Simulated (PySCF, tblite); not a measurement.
# C5H6N radical: geometry, infrared bands and EPR parameters

What infrared bands and EPR parameters should C5H6N radical (`Cn1[c]ccc1`) show?

The runs use tblite 0.8.0 and PySCF 2.14.0, with density-fitted response routines of our own; the level of theory stands in each step. All values are computed, except where a source is named. Atoms are numbered from 0 throughout.

**1. The molecule as given**

12 atoms, charge 0, multiplicity 2; geometry from: force field or distance geometry start.

Bonds of the start (Å): C0–N1 1.43, N1–C2 1.37, C2–C3 1.37, C3–C4 1.43, C4–C5 1.38, C5–N1 1.37, C0–H6 1.09, C0–H7 1.10, C0–H8 1.09, C3–H9 1.07, C4–H10 1.08, C5–H11 1.08.

**2. Geometry optimisation with GFN2-xTB**

The job: settings as JSON, then the geometry in Å.

```
{"job": {"kind": "relax", "xc": "GFN2-xTB", "basis": "xTB"}, "charge": 0, "multiplicity": 2}
C     -1.863800     0.088300     0.222200
N     -0.448400     0.155300     0.027700
C      0.277800     1.293700    -0.172400
C      1.594500     0.961800    -0.313600
C      1.680800    -0.454400    -0.156400
C      0.398600    -0.925400     0.044800
H     -2.074400    -0.338800     1.202200
H     -2.284300     1.104300     0.170800
H     -2.292400    -0.536800    -0.565400
H      2.404800     1.643200    -0.477200
H      2.576000    -1.058100    -0.212800
H      0.031900    -1.933800     0.204000
```

Launch:

```console
$ OMP_NUM_THREADS=1 python probes_run.py task.json out
```

The driver reads the jobs from task.json and runs them one after another.

What it wrote:

```text
step      E/eV     max force
  0    -450.78196    1.534
  1    -450.81474    0.475
  2    -450.82718    0.280
  3    -450.83175    0.155
  4    -450.83325    0.134
  5    -450.83545    0.138
  6    -450.83684    0.093
  7    -450.83725    0.037
  8    -450.83737    0.026
  9    -450.83748    0.035
 10    -450.83758    0.038
 11    -450.83765    0.025
 12    -450.83768    0.020
 13    -450.83771    0.019
 14    -450.83774    0.014
 15    -450.83776    0.011
 16    -450.83777    0.010
 17    -450.83778    0.011
 18    -450.83780    0.010
 19    -450.83782    0.010
```

Wall time 0.06 s (1 thread of Arm Neoverse V2, shared host).

Step by step:

| step | energy from step 0 (eV) | largest force (eV/Å) |
| --- | --- | --- |
| 0 | 0.0000 | 1.5335 |
| 1 | -0.0328 | 0.4750 |
| 2 | -0.0452 | 0.2799 |
| 3 | -0.0498 | 0.1551 |
| 4 | -0.0513 | 0.1340 |
| 5 | -0.0535 | 0.1384 |
| 6 | -0.0549 | 0.0931 |
| 7 | -0.0553 | 0.0365 |
| 8 | -0.0554 | 0.0262 |
| 9 | -0.0555 | 0.0351 |
| 10 | -0.0556 | 0.0381 |
| 11 | -0.0557 | 0.0246 |
| 12 | -0.0557 | 0.0199 |
| 13 | -0.0557 | 0.0192 |
| 14 | -0.0558 | 0.0136 |
| 15 | -0.0558 | 0.0114 |
| 16 | -0.0558 | 0.0103 |
| 17 | -0.0558 | 0.0112 |
| 18 | -0.0558 | 0.0104 |
| 19 | -0.0559 | 0.0097 |

Distances of close pairs at the start and the end, largest changes first:

| bond | before (Å) | after (Å) | change (Å) |
| --- | --- | --- | --- |
| N1–C2 | 1.365 | 1.346 | -0.019 |
| C0–H7 | 1.101 | 1.089 | -0.012 |
| C5–H11 | 1.085 | 1.073 | -0.012 |
| C4–C5 | 1.381 | 1.369 | -0.012 |
| C2–C3 | 1.365 | 1.357 | -0.009 |
| C4–H10 | 1.081 | 1.073 | -0.008 |
| C3–C4 | 1.428 | 1.420 | -0.007 |
| N1–C5 | 1.373 | 1.367 | -0.006 |

The final coordinates are the input of the step that follows.

**3. Infrared spectrum with GFN2-xTB**

The job: settings as JSON, then the geometry in Å.

```
{"job": {"kind": "ir", "xc": "GFN2-xTB", "basis": "xTB"}, "charge": 0, "multiplicity": 2}
C     -1.868298     0.087708     0.222673
N     -0.446936     0.150559     0.037342
C      0.291840     1.255841    -0.175058
C      1.609426     0.960741    -0.306974
C      1.679031    -0.450610    -0.164242
C      0.408602    -0.915671     0.044919
H     -2.110092    -0.339947     1.199130
H     -2.282594     1.092911     0.165944
H     -2.330969    -0.529466    -0.551835
H      2.423973     1.631903    -0.481694
H      2.580227    -1.030602    -0.213668
H      0.046988    -1.914053     0.197436
```

What it wrote:

```text
mode    cm-1     km/mol
  1     -26.4      0.02
  2     198.6      1.78
  3     319.5      1.31
  4     321.2      0.13
  5     559.0      0.94
  6     665.4      0.77
  7     741.9     10.71
  8     768.6      9.29
  9     806.6      0.52
 10     813.0      3.00
 11     966.1     15.01
 12    1043.2      1.19
 13    1075.8      0.85
 14    1080.9      1.45
 15    1107.4      0.02
 16    1161.4      4.89
 17    1288.9     13.01
 18    1359.2      6.36
 19    1388.5      2.34
 20    1409.8      1.31
 21    1464.7      7.53
 22    1473.9     53.75
 23    1489.3     46.05
 24    1543.4      8.03
 25    2963.3     26.71
 26    2981.3     39.03
 27    3034.3     13.30
 28    3143.3     14.55
 29    3156.6     33.91
 30    3187.0     23.51
```

It took 0.18 s on 1 thread of Arm Neoverse V2, shared host.

Which atoms move in the most intense modes:

| cm⁻¹ | km/mol | atoms |
| --- | --- | --- |
| 966 | 15.0 | C2 22 %, C5 21 %, H9 20 %, H10 18 % |
| 1474 | 53.8 | H8 22 %, H6 22 %, N1 14 %, C5 12 % |
| 1489 | 46.0 | H8 23 %, H6 22 %, N1 22 %, C2 12 % |
| 2963 | 26.7 | H8 46 %, H6 45 % |
| 2981 | 39.0 | H6 48 %, H8 47 % |
| 3143 | 14.6 | H10 60 %, H11 32 % |
| 3157 | 33.9 | H11 60 %, H10 30 % |
| 3187 | 23.5 | H9 90 % |

**4. g tensor and hyperfine couplings: B3LYP/pcH-1**

Settings changed since step 3:

```diff
@@ -1,2 +1,2 @@
-{"job": {"kind": "ir", "xc": "GFN2-xTB", "basis": "xTB"}, "charge": 0, "multiplicity": 2}
+{"job": {"kind": "epr", "basis": "pcH-1"}, "charge": 0, "multiplicity": 2}
 C     -1.868298     0.087708     0.222673
```

With the program's defaults for keys left out, this is: UKS B3LYP, pcH-1 on C H N, non-relativistic, mean-field spin-orbit, GIAO.

What it wrote:

```text
UKS, coarse grid
  cycle   1  E = -248.74396274  |g| = 3.18e-01
  cycle   2  E = -248.66847286  |g| = 5.02e-01
  cycle   3  E = -248.79346109  |g| = 9.62e-02
  cycle   4  E = -248.79778496  |g| = 3.29e-02
  cycle   5  E = -248.79830136  |g| = 1.11e-02
  cycle   6  E = -248.79836018  |g| = 4.61e-03
  cycle   7  E = -248.79837725  |g| = 1.63e-03
  cycle   8  E = -248.79838089  |g| = 1.21e-03
  cycle   9  E = -248.79838284  |g| = 3.47e-04
UKS, final grid
  cycle   1  E = -248.79834751  |g| = 3.68e-04
  cycle   2  E = -248.79834747  |g| = 5.79e-04
  cycle   3  E = -248.79834765  |g| = 9.87e-05
  cycle   4  E = -248.79834766  |g| = 8.99e-05
  cycle   5  E = -248.79834768  |g| = 3.24e-05
  cycle   6  E = -248.79834768  |g| = 9.48e-06
E = -248.79834768 Eh   <S^2> = 0.7575 (exact 0.7500)
g shifts (ppm)      1          2          3
  rmc          -167       -167       -167
  gc             21         20         -0
  oz_so        -642        -67        376
  total        -788       -214        209
hyperfine (MHz)  atom isotope    a_iso     a_fc   dipolar eigenvalues
    0   13C      14.17      14.17     -1.78     -1.77      3.55
    1   14N      17.57      17.57     -3.96     -1.47      5.43
    2   13C     535.34     535.34    -77.39    -56.86    134.24
    3   13C      45.11      45.11    -17.88     -3.66     21.54
    4   13C      54.13      54.13     -4.54     -3.13      7.67
    5   13C      32.64      32.64     -9.15     -0.48      9.63
    6    1H      -1.90      -1.90     -2.36     -2.17      4.53
    7    1H      -1.32      -1.32     -5.46     -3.92      9.38
    8    1H      -1.88      -1.88     -2.36     -2.17      4.53
    9    1H      16.06      16.06     -7.16     -5.21     12.36
   10    1H      18.38      18.38     -3.16     -1.98      5.14
   11    1H      15.31      15.31     -3.29     -0.32      3.62
```

Run time: 31 s. Hardware: 1 thread of Arm Neoverse V2, shared host; peak memory 0.74 GiB.

Principal g values 2.00153, 2.00211, 2.00253; g(iso) = 2.00206, against 2.00232 for a free electron.

Hyperfine couplings; where a row names several nuclei, a(iso) is their mean (it holds for fast rotation or exchange) and the dipolar term the largest among them:

| nuclei | isotope | a(iso) (MHz) | a(iso) (G, at g = 2.0023) | largest dipolar term (MHz) |
| --- | --- | --- | --- | --- |
| C2 | 13C | 535.3 | 191.0 | 134.2 |
| C4 | 13C | 54.1 | 19.3 | 7.7 |
| C3 | 13C | 45.1 | 16.1 | 21.5 |
| C5 | 13C | 32.6 | 11.6 | 9.6 |
| H10 | 1H | 18.4 | 6.6 | 5.1 |
| N1 | 14N | 17.6 | 6.3 | 5.4 |
| H9 | 1H | 16.1 | 5.7 | 12.4 |
| H11 | 1H | 15.3 | 5.5 | 3.6 |
| C0 | 13C | 14.2 | 5.1 | 3.6 |
| H6, H7, H8 | 1H | -1.7 | -0.6 | 9.4 |

Mulliken spin populations:

| atom | value (e) |
| --- | --- |
| C0 | 0.00 |
| N1 | -0.03 |
| C2 | 1.00 |
| C3 | -0.05 |
| C4 | 0.05 |
| C5 | 0.00 |
| H6 | 0.00 |
| H7 | 0.00 |
| H8 | 0.00 |
| H9 | 0.01 |
| H10 | 0.01 |
| H11 | 0.01 |

In first order the couplings over 0.8 MHz of 1H, 14N give 96 distinct lines over 32.1 G, if the averaged nuclei exchange fast.

The fields below are evaluated on a grid from the run's orbitals.

ELF in a plane through or near 10 of the atoms.

Ten even steps from ' ' (0.00) to '@' (1.00):
```
                                                        
                                                        
                                                        
                        --==++--                        
        ..++##**::    ::**%%%%**..    ..::..            
        ##@@@@@@##....==%%@@@@##..  ::@@@@@@--          
      ::@@@@@@@@@@++++##--==%%**  ::%%@@@@@@%%--        
      ..##@@@@@@##::==%%++==**++..==@@@@@@@@**::        
        ..--**##--**::##--**%%##++++**%%%%##::          
            ..--##%%##::..++--**%%**--..==--            
          ..--++====::**==##%%****++--++**--            
        ++%%@@@@**==--%%::..**++..::--++==::            
      ::@@@@@@@@@@++**##::::**++    ..::..              
      ..@@@@@@@@@@==::--##@@@@@@==                      
        --##%%%%==    ::@@@@@@@@%%                      
            ::..      ..%%@@@@@@%%                      
                        ==##%%##::                      
                                                        
                                                        
                                                        
```
The map spans 10.3 Å across and 9.0 Å up, centred on the molecule. Atoms in the plane (x, y in Å): C0 (1.9, 0.2), N1 (0.4, 0.2), C2 (-0.4, 1.2), C3 (-1.7, 0.9), C4 (-1.7, -0.5), C5 (-0.3, -0.9), H7 (2.2, 1.2), H9 (-2.6, 1.5), H10 (-2.5, -1.2), H11 (0.1, -1.9).

On the surface of density 0.002 e/bohr³ the electrostatic potential runs, from the 1st to the 99th percentile, from -1.06 V near C3 to 1.05 V near H7.

The spin density lies nearest to C2 79 %.

**5. Summary of results**

| quantity | value |
| --- | --- |
| strongest single infrared mode (GFN2-xTB) | 1474 cm⁻¹, 54 km/mol |
| zero-point energy (GFN2-xTB) | 59.3 kcal/mol |
| g(iso) (B3LYP) | 2.00206 |
| ⟨S²⟩ | 0.758 (exact 0.75) |
| largest a(iso) (averaged by class) | 13C on C2, 535.3 MHz |
| surface potential, 1st and 99th percentile | -1.06 V and 1.05 V |

The optimisation took 19 steps and gained 0.056 eV; among the close pairs (by a distance rule), N1–C2 changed most, from 1.365 to 1.346 Å. The lowest mode is imaginary (26i cm⁻¹), so the xTB geometry is not a minimum. The strongest single mode, at 1474 cm⁻¹, is spread over many atoms; the largest shares are those of H8, H6. Unscaled tight-binding wavenumbers are off by several per cent, some by more. Its intensities can rank the bands wrongly. C2 carries the largest spin population, 1.00 e. The isotropic g lies 0.3 ppt below the free-electron value.
